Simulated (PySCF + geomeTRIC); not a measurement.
Species: CS, SMILES `[C-]#[S+]` (charge 0, multiplicity 1).

Q: Give a relaxed geometry from TPSS-D3(BJ)/def2-SVP (PySCF + geomeTRIC).

A: the end point of this relaxation (outside a Z-matrix the atoms follow the SMILES, hydrogens last).
Z-matrix (Å, degrees):
```
C
S 1 1.5507
```
